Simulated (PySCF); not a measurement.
CH3O, SMILES `C[O]` (charge 0, multiplicity 2)

Computed with TPSSh-D3(BJ)/def2-TZVP // PBE-D3(BJ)/def2-SVP (PySCF).

```json
{
  "highest_occupied_spin_orbital": "-6.88 eV",
  "dipole_moment": "2.02 D",
  "total_energy": "-115.1051 Ha",
  "cost": "very roughly 80 core-seconds"
}
```

Bonded distances (Å): C1–O2 1.344, C1–H3 1.133, C1–H4 1.125, C1–H5 1.125. Angles (°): O2–C1–H3 105.9, O2–C1–H4 115.5, O2–C1–H5 115.5, H3–C1–H4 103.9, H3–C1–H5 103.9, H4–C1–H5 110.7.
Charge 0, spin multiplicity 2.
